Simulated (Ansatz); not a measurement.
```yaml
crystal:
  periodic: [false, false, false]
  atoms:
    - {symbol: C, position_ang: [-0.800609, -1.036036, 1.499071]}
    - {symbol: S, position_ang: [0.542118, -1.172542, 0.305629]}
    - {symbol: C, position_ang: [0.114682, 0.196548, -0.729647]}
    - {symbol: F, position_ang: [-1.039406, 0.007758, -1.418665]}
    - {symbol: C, position_ang: [1.117337, 1.068547, -1.314601]}
    - {symbol: O, position_ang: [0.244791, 1.483898, -0.249502]}
    - {symbol: H, position_ang: [-0.637759, -1.823723, 2.234514]}
    - {symbol: H, position_ang: [-1.765292, -1.190173, 1.017562]}
    - {symbol: H, position_ang: [-0.770798, -0.067649, 1.997778]}
    - {symbol: H, position_ang: [2.162619, 0.960391, -1.042151]}
    - {symbol: H, position_ang: [0.897718, 1.515983, -2.279288]}
basis:
  gaussian: {orbitals: def2-mTZVPP, fitting: {mean_field: def2-universal-jkfit}}
total_charge: 3
magnetization: {spin_polarized: true, initial_magnetization: 1}
hamiltonian: {xc: {name: CAM-B3LYP}, dispersion: d3bjatm}
output: {forces: true}
```

```sh
$ ansatz run in.yaml --threads 4 --pin off --events-out ev --progress --plain --max-ram 10444MiB
```

Output, abridged:

```
Functional definition: CAM-B3LYP
597 factors; integrals over basis functions are off by at most 1.6e0 eV
597 factors; integrals over basis functions are off by at most 4.2e-6 eV
mean field evaluation 1: about -18703.1394 eV, gradient 9.3e1 eV
mean field evaluation 2: about -18335.1494 eV, gradient 2.7e2 eV
mean field evaluation 4: about -18715.8156 eV, gradient 6.2e1 eV
mean field evaluation 8: about -18741.0281 eV, gradient 4.8e0 eV
mean field evaluation 16: about -18741.3477 eV, gradient 1.2e-1 eV
mean field evaluation 32: about -18741.3561 eV, gradient 2.1e-4 eV
mean field -18741.35609235 eV, -688.7321330465 hartree, gradient 5.5e-6 eV, S^2 0.853248; 6 other end points of the search recorded, 0 dependent functions left out
reference -18741.35620287 eV, -688.7321371078 hartree; 27, 26 occupied and 130, 131 virtual orbitals, 597 factors
Total energy: -18741.53497934 eV, -688.7387070222 hartree
Atom 0 at    -0.800609    -1.036036     1.499071 Å, force     3.521695    -2.508582    -0.122376 eV/Å
Atom 1 at     0.542118    -1.172542     0.305629 Å, force    -2.042708    -1.145028     2.631026 eV/Å
Atom 2 at     0.114682     0.196548    -0.729647 Å, force    -1.667835    -0.521765    -3.933769 eV/Å
Atom 3 at    -1.039406     0.007758    -1.418665 Å, force     1.754288    -0.317426     1.848988 eV/Å
Atom 4 at     1.117337     1.068547    -1.314601 Å, force    -1.289509    -0.526157     0.558092 eV/Å
Atom 5 at     0.244791     1.483898    -0.249502 Å, force     0.467000     2.193026     0.379986 eV/Å
Atom 6 at    -0.637759    -1.823723     2.234514 Å, force    -0.008545    -0.611104     0.231106 eV/Å
Atom 7 at    -1.765292    -1.190173     1.017562 Å, force    -1.858408     0.253812    -0.882085 eV/Å
Atom 8 at    -0.770798    -0.067649     1.997778 Å, force    -0.380937     1.867880     0.135054 eV/Å
Atom 9 at     2.162619     0.960391    -1.042151 Å, force     1.401487     0.169212     0.142439 eV/Å
Atom 10 at     0.897718     1.515983    -2.279288 Å, force     0.103472     1.146131    -0.988462 eV/Å
Dipole moment:     0.577376    -0.404863     0.758180 e Å
```

In this input the charge is far from anything that the molecule holds. The run converged. The result belongs to that input, not to the molecule as meant.
